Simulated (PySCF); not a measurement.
Gas-phase reaction: 3 HPO2 + O3 ⇌ 3 HPO3

Computed with PySCF and rigid-rotor harmonic-oscillator thermochemistry at 1 bar. † marks an energy on the PBE0/def2-TZVP geometry and frequencies; other levels use their own. MP2 freezes the core. 6-31G* has spherical d functions here. All species are closed-shell singlets. HPO2, HPO3: computed as isolated molecules; such fragments, hydroxides, amides, oligomers or adducts are transient or little studied in the gas. MP2 isn't extrapolated to the basis-set limit; its ΔH°(298 K) is -737.9 kJ in def2-SVP and -900.4 kJ in def2-TZVPP. The harmonic model lacks anharmonicity and excited electronic states, which grow with temperature; levels with a mode under 35 cm⁻¹ are left out. Strong static correlation: O3. Internal rotation in HPO2, HPO3 is treated as a harmonic vibration of one conformer, which makes the entropy rough.

| level | ΔE electronic, kJ | ΔH°(298 K), kJ | ΔS°(298 K), J/K | ΔG°(1000 K), kJ |
|---|---|---|---|---|
| BLYP/def2-TZVP† | -766 | -747 | -184 | -565 |
| HF/6-31G* | -935 | -917 | -186 | -732 |
| HF/def2-TZVP† | -1061 | -1043 | -184 | -860 |
| MP2/def2-TZVPP† | -919 | -900 | -184 | -718 |
| PBE/def2-TZVP† | -800 | -782 | -184 | -599 |
| PBE0/def2-SVP† | -760 | -742 | -184 | -560 |
| PBE0/def2-TZVP | -895 | -877 | -184 | -694 |
| r2SCAN/def2-TZVP† | -911 | -893 | -184 | -710 |
| LDA/def2-TZVP† | -867 | -849 | -184 | -666 |
| ωB97M-V/def2-TZVP† | -887 | -869 | -184 | -686 |
| ωB97X-V/def2-TZVP† | -899 | -881 | -184 | -698 |
ΔH° is lowest at HF/def2-TZVP† and highest at PBE0/def2-SVP†. No reference value is set beside these.
